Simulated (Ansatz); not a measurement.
```yaml
crystal:
  periodic: [false, false, false]
  atoms:
    - {symbol: N, position_ang: [0.066407, -1.678745, 1.062501]}
    - {symbol: C, position_ang: [0.117773, -0.433329, 0.591717]}
    - {symbol: F, position_ang: [0.464478, 0.467015, 1.514504]}
    - {symbol: N, position_ang: [-0.116391, -0.129538, -0.609996]}
    - {symbol: C, position_ang: [0.064517, 1.200295, -1.088904]}
    - {symbol: F, position_ang: [-0.926817, 1.419642, -2.013068]}
    - {symbol: H, position_ang: [-0.007015, -1.788699, 2.096634]}
    - {symbol: H, position_ang: [-0.334652, -2.360992, 0.446002]}
    - {symbol: H, position_ang: [-0.054638, 2.006140, -0.287185]}
    - {symbol: H, position_ang: [1.010972, 1.383728, -1.611155]}
basis:
  gaussian: {orbitals: def2-TZVP, fitting: {mean_field: def2-universal-jkfit}}
hamiltonian: {xc: {name: B3LYP-D3}, pseudopotentials: {relativity: none}}
output: {forces: true}
```

```sh
$ ansatz run in.yaml --threads 4 --pin off --events-out ev --progress --plain --max-ram 10444MiB
```

Output, abridged:

```
Error: YAML parse error: error: line 16 column 19: hamiltonian.xc: no functional is named "B3LYP-D3"; the names, which are not case-sensitive, are SVWN5, SPW92, PBE, PBE0, PBEsol, revPBE, revPBE0, RPBE, rPW86-PBE, HSE06, wPBEh, LC-wPBE, HISS, HF, BLYP, B3LYP, B3LYP5, BHLYP, CAM-B3LYP, r2SCAN, r2SCANh, r2SCAN0, r2SCAN50, m-r2SCAN, B97, wB97, wB97X, wB97X-V, B97M-V, wB97M-V, B2PLYP, B2GP-PLYP, PBE0-DH, PBE-QIDH
14 | basis:
15 |   gaussian: {orbitals: def2-TZVP, fitting: {mean_field: def2-universal-jkfit}}
16 | hamiltonian: {xc: {name: B3LYP-D3}, pseudopotentials: {relativity: none}}
17 | output: {forces: true}
```

**Question.** Something in this input is off. What?

**Answer.** The method's name isn't one that the program takes here. The input was rejected before any iteration.

HSE06 is defined as in plane-wave codes.
